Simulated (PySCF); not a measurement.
Ionisation energies (eV) were calculated with PySCF 2.14 by MP2 (valence), LDA, PBE, in another order, as differences of total energies without spin-orbit coupling. The measured values are between term centres (NIST).

| species | measured | A | B | C |
| --- | --- | --- | --- | --- |
| C (aug-cc-pVTZ with one added diffuse shell each of s, p, d, f type, non-relativistic) | 11.262 | 11.540 | 11.689 | 11.254 |
| Si (aug-cc-pV(T+d)Z with one added diffuse shell each of s, p, d, f type, non-relativistic) | 8.157 | 8.199 | 8.238 | 8.051 |
| Cu (aug-cc-pVTZ-PP with one added diffuse shell each of s, p, d, f, g type with ECP10MDF, ECP) | 7.726 | 8.343 | 8.632 | 7.672 |
| Tc (aug-cc-pVTZ-PP with one added diffuse shell each of s, p, d, f, g type with ECP28MDF, ECP) | 7.119 | 6.885 | 7.317 | 6.758 |
| Ru (aug-cc-pVTZ-PP with one added diffuse shell each of s, p, d, f, g type with ECP28MDF, ECP) | 7.365 | 7.828 | 8.118 | 7.185 |
| Sb (aug-cc-pVTZ-PP with one added diffuse shell each of d, f type with ECP28MDF, ECP) | 9.124 | 8.965 | 9.121 | 9.001 |
| I+ (aug-cc-pVTZ-PP with one added diffuse shell each of d, f type with ECP28MDF, ECP) | 18.750 | 18.704 | 19.012 | 18.284 |
| Tl+ (aug-cc-pVTZ-PP with one added diffuse shell each of d, f type with ECP60MDF, ECP) | 20.428 | 20.510 | 20.985 | 18.911 |

Q: Which column is which method?

A: A is PBE (mean error 0.13 eV); B is LDA (mean error 0.40 eV); C is MP2 (valence) (mean error -0.35 eV). PBE, with gradient corrections, lies close to experiment on average, with errors of both signs. LDA overbinds the outer electron and comes out highest. Valence MP2 in a finite basis recovers only part of the missing correlation, so it stays below experiment on average.
